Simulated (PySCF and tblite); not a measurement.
CF3NH2, CH₂F₃N, numbered as in [NH2:1][C:2]([F:3])([F:4])[F:5].

Conformers came from 90 starts (ETKDG and KDG, MMFF94s, GFN2-xTB); geometries are PBE0-D3(BJ)/def2-SVP. Energies: PBE0-D3(BJ)/def2-TZVP, with GFN2-xTB thermal terms (modes under about 100 cm⁻¹ blended into free rotors). Symmetry numbers and mirror images are counted. Conformers within 3 kcal/mol (GFN2-xTB free energy) were kept, 8 at most. Couplings: B3LYP/pcJ-1. Couplings are for ¹³C, ¹⁹F, ¹H, ¹⁵N. Codes: tblite and PySCF.

| conformer | shape | weight % |
| --- | --- | --- |
| 1 | Cs | 100.0 |

Problem. Give the couplings in each conformer and the averages at 298.15 K (pairs that fast motion interchanges averaged).

Solution. 
| coupling | pairs | 1 | average (Hz) |
| --- | --- | --- | --- |
| ¹J(N1,C2) | 1 | -17.7 | -17.7 |
| ²J(N1,F3) | 3 | -20.0 | -20.0 |
| ¹J(N1,H1) | 2 | -76.2 | -76.2 |
| ¹J(C2,F3) | 3 | -328.5 | -328.5 |
| ²J(H1,C2) | 2 | -2.0 | -2.0 |
| ³J(H1,F3) | 6 | 9.8 | 9.8 |
| ²J(H1,H1) | 1 | -7.3 | -7.3 |

Computed couplings to fluorine can be off by tens of per cent at such levels.

F–F couplings are left out: such levels miss them by tens of Hz and can give the wrong sign.
